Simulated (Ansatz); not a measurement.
Results of HSE06 (Ansatz, an electronic-structure program, PAW) for PbSeO4 (P2₁/c, No. 14).

Run with plane-wave cutoff 460 eV, 4×4×4 k mesh, Fermi–Dirac smearing 0.01 eV, scalar-relativistic PAW data made under PBE.

Cell (measured lattice):

```cif
data_O16Pb4Se4
_chemical_formula_sum 'Pb4 Se4 O16'
_space_group_name_H-M_alt 'P21/c'
_space_group_IT_number 14
_space_group_name_Hall '-P 2ybc'
_cell_length_a 6.95400
_cell_length_b 7.40700
_cell_length_c 8.77030
_cell_angle_alpha 90.000
_cell_angle_beta 127.406
_cell_angle_gamma 90.000
loop_
_atom_site_label
_atom_site_type_symbol
_atom_site_symmetry_multiplicity
_atom_site_Wyckoff_symbol
_atom_site_fract_x
_atom_site_fract_y
_atom_site_fract_z
_atom_site_occupancy
Pb1 Pb 4 e 0.18590 0.35070 0.28400 1
Se1 Se 4 e 0.68600 0.33640 0.30410 1
O1 O 4 e 0.19070 0.99430 0.23970 1
O2 O 4 e 0.13380 0.66040 0.11960 1
O3 O 4 e 0.34010 0.88980 0.02520 1
O4 O 4 e 0.40750 0.29170 0.11940 1
```

Q: Give the computed band gap, smallest direct gap on the k points sampled and Γ–Γ gap.

A: 
* **band gap**: 5.07 eV
* **smallest direct gap on the k points sampled**: 5.18 eV
* **Γ–Γ gap**: 6.50 eV

Note: cell and atoms aren't relaxed at this level (largest force component 0.39 eV/Å, pressure 1.0 GPa); this cell isn't known to be the ambient phase, and symmetry holds it in the calculation.

Spin–orbit coupling is not included; with these elements it can move the gap by several tenths of an eV or more.

Computed values are for the static lattice.
